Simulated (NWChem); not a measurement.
Molecule: difluoromethane (CH2F2); SMILES FCF

All runs: NWChem. All runs use the structure optimised with PBE0/def2-SVP.

Diagonal of the polarisability tensor at B3LYP/def2-SVPD, static: 18.55, 16.89, 17.67 bohr³.

Task: Find the mean polarisability volume, the molar refraction, and the refractive index that an ideal gas of it would have at 273.15 K and 1 atm.

Result: 
1. Mean: one third of the trace = 17.70 bohr³ × 0.14818 Å³/bohr³ = 2.62 Å³.
2. Molar refraction (Lorentz-Lorenz): (4π/3) N_A α = 6.6 cm³/mol.
3. Number density p/kT = 2.687 × 10⁻⁵ Å⁻³; n − 1 = 2π N α = 4.43 × 10⁻⁴.
4. These hold the electronic response alone: vibrational and orientational terms add to the static dielectric constant.
